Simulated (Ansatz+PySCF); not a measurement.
Results of a calculation; reference values are marked as such.
A run of Ansatz (development build ahead of 0.2.0) on singlet H₂S at this shape:

```yaml
atoms:
  - { symbol: S, position_ang: [0.0000, 0.0000, -0.2548] }
  - { symbol: H, position_ang: [0.0000, 2.3802, 2.0388] }
  - { symbol: H, position_ang: [0.0000, -2.3802, 2.0388] }
```

Its results:

| Property | Result |
| --- | --- |
| Converged | yes |
| Reference energy | -398.46866 hartree |
| Correlation energy | -0.01793 hartree |
| Total energy | -398.48660 hartree |
| Spin squared of the determinant | 1.981 |
| Occupied orbitals by symmetry in an Abelian subgroup (alpha; beta) | 5 A1 2 B1 2 B2; 5 A1 2 B1 2 B2 |

Question: Which input gives this output? Name the method, the orbitals and the basis set, and write the input.

Answer: UHF-MP2 in 6-31G.

```yaml
crystal:
  periodic: [false, false, false]
  atoms:
    - { symbol: S, position_ang: [0.0, 0.0, -0.25484] }
    - { symbol: H, position_ang: [0.0, 2.38024, 2.03876] }
    - { symbol: H, position_ang: [0.0, -2.38024, 2.03876] }
basis:
  gaussian: { orbitals: "6-31G" }
magnetization:
  spin_polarized: true
hamiltonian:
  xc: hf
correlation:
  method: mp2
  frozen_orbitals: { H: 0, S: 5 }
```

Caution: bonds are stretched, where a single reference can fail; the unrestricted determinant is a mixture of spin states; a plain start can end on a higher determinant.
